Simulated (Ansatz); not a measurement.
Coupled-cluster diagnostics for the cluster P₄⁺, Ansatz.

Geometry of the doublet (PBE-D4/def2-TZVP):

```xyz
4

P    -0.1625   -0.2246   -0.3414
P     0.1439    1.6261    0.7004
P    -0.8901   -1.2484   -1.8754
P     0.9087   -0.1531    1.5164
```

Correlated methods freeze 20 core orbitals. Another isomer (doublet) lies 1.75 eV lower at PBE0-D4/def2-TZVP; other spin states weren't run for this one.

Task: Estimate the CCSD(T) correlation energy, the shares of MP2 and (T), T1 and the reference's ⟨S²⟩ for: charge 1, doublet, own geometry in def2-TZVPP; and the rough time on 4 threads of Intel Xeon on a shared host.

Result: 
```tsv
state	basis	correlation (eV)	MP2 share (%)	(T) share (%)	T1	⟨S²⟩ (pure)	wall time	remarks
charge 1, doublet, own geometry	def2-TZVPP	-16.216	81.7	7.4	0.079	1.63 (0.75)	29 s	large T1, spin-contaminated
```
Customary marks for T1 are 0.02 (closed shells), 0.045 (open shells) and about 0.05 (3d metals). T1 exceeds 0.02 in 1 of 1 rows and 0.045 in 1; the higher it lies, the less the single-reference result can be trusted.
